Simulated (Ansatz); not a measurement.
System: anatase TiO2 (metastable phase). Method: r²SCAN (plane waves, PAW; Ansatz, an electronic-structure program).

Settings: plane-wave cutoff 600 eV, 10×10×10 k mesh, no spin polarisation, scalar-relativistic PAW data made under PBE.

Cell (measured lattice):

```
CELL_PARAMETERS angstrom
     -1.89210     1.89210     4.75730
      1.89210    -1.89210     4.75730
      1.89210     1.89210    -4.75730
ATOMIC_POSITIONS crystal
  Ti 0.00000 0.00000 0.00000
  Ti 0.75000 0.25000 0.50000
  O  0.79184 0.79184 0.00000
  O  0.54184 0.04184 0.50000
  O  0.95816 0.45816 0.50000
  O  0.20816 0.20816 0.00000
```

### Question
Predict the Voigt–Reuss–Hill bulk modulus, elastic constant C66, elastic constant C13, elastic constant C11, elastic constant C12, elastic constant C33 and elastic constant C44.

### Answer

Voigt–Reuss–Hill bulk modulus: 199 GPa
elastic constant C66: 65.5 GPa
elastic constant C13: 152 GPa
elastic constant C11: 369 GPa
elastic constant C12: 158 GPa
elastic constant C33: 210 GPa
elastic constant C44: 50.8 GPa

Note: the cell isn't this level's own, so it is under some stress, which shifts stiffness and frequencies.

Elastic constants are with the ions relaxed.

Computed values are for the static lattice.
